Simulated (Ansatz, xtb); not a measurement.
## A geometry optimisation of BFH2Si with r2SCAN-D4/def2-SVP

The starting geometry of this gas-phase singlet has its atoms placed at random.

```xyz
5

B    -0.3873    0.1186    0.5269
F    -0.4913   -1.2676   -0.1062
Si   -0.4115   -0.0288   -1.4071
H     1.1121   -0.5283   -0.9532
H     0.9419    0.5370    0.5149
```

Question: Guess where an optimisation with r2SCAN-D4/def2-SVP ends from this start.

Answer: It ends as a structure with H4 bridging B1 and Si3, H5 bridging Si3 and B1, given below by its coordinates. Distances that change by over a tenth: B1–F2 (1.53 → 1.31 Å). Contacts that open: F2–Si3 (1.80 → 3.16 Å). Contacts that close: B1–H4 (2.20 → 1.42 Å), Si3–H5 (2.42 → 1.67 Å).

The energy falls by 5.12 eV over 22 steps:

```tsv
step	E − E(last) (eV)
1	5.122
3	2.071
6	1.238
8	1.040
10	0.942
13	0.734
15	0.580
17	0.163
20	0.001
22	0.000
```

Final geometry (Å):

```yaml
atoms:
  - { symbol: B, position_ang: [-0.1913, -0.5484, -0.0801] }
  - { symbol: F, position_ang: [-0.2463, -1.4798, 0.8442] }
  - { symbol: Si, position_ang: [-0.0505, 0.7675, -1.3652] }
  - { symbol: H, position_ang: [0.8396, -0.6090, -1.0590] }
  - { symbol: H, position_ang: [0.4124, 0.7007, 0.2355] }
```

From the same start GFN2-xTB ends elsewhere, at `FB[SiH]`.

From so rough a start the end depends on the optimiser's path, so another program may land elsewhere. The end wasn't checked by frequencies. Run with Ansatz 0.2.0, 48 s on 1 thread of Intel(R) Xeon(R) Platinum 8259CL CPU @ 2.50GHz (Skylake/Cascade Lake) (shared host).
